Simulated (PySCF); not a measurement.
# Converging PH in the basis (PBE0)

PySCF, UKS reference; triplet, unpaired electrons π ↑↑; De to P + H without counterpoise correction.

| basis | relativity | functions | Re (Å) | ωe (cm⁻¹) | De (eV) | μ (D) |
| --- | --- | --- | --- | --- | --- | --- |
| def2-SVP | no relativity | 23 | 1.437 | 2373 | 3.15 | 0.65 |
| 6-311G(d,p) | no relativity | 32 | 1.432 | 2378 | 3.15 | 0.65 |
| aug-cc-pV(D+d)Z/aug-cc-pVDZ | no relativity | 41 | 1.436 | 2378 | 3.17 | 0.46 |
| def2-TZVP | no relativity | 43 | 1.428 | 2374 | 3.20 | 0.50 |
| pcseg-2 | no relativity | 48 | 1.429 | 2367 | 3.19 | 0.63 |
| x2c-TZVPPall | spin-free X2C | 56 | 1.428 | 2368 | 3.20 | 0.47 |
| def2-TZVPPD | no relativity | 65 | 1.427 | 2375 | 3.22 | 0.45 |

Problem. How does each smaller set differ from the one with most functions, def2-TZVPPD?

Solution. def2-SVP: +1.0 pm, -0.1 % in ωe, -0.07 eV in De; 6-311G(d,p): +0.5 pm, +0.1 % in ωe, -0.07 eV in De; aug-cc-pV(D+d)Z/aug-cc-pVDZ: +0.9 pm, +0.1 % in ωe, -0.05 eV in De; def2-TZVP: +0.1 pm, -0.0 % in ωe, -0.02 eV in De; pcseg-2: +0.2 pm, -0.3 % in ωe, -0.03 eV in De; x2c-TZVPPall: +0.1 pm, -0.3 % in ωe, -0.02 eV in De. All at PBE0; the set with most functions is neither the basis-set limit nor always the best. The rows treat relativity differently, so the differences are not basis effects alone.

A positive dipole means P(−)H(+). The state is the lowest determinant that a PBE0 search found; another state may lie lower at other levels.
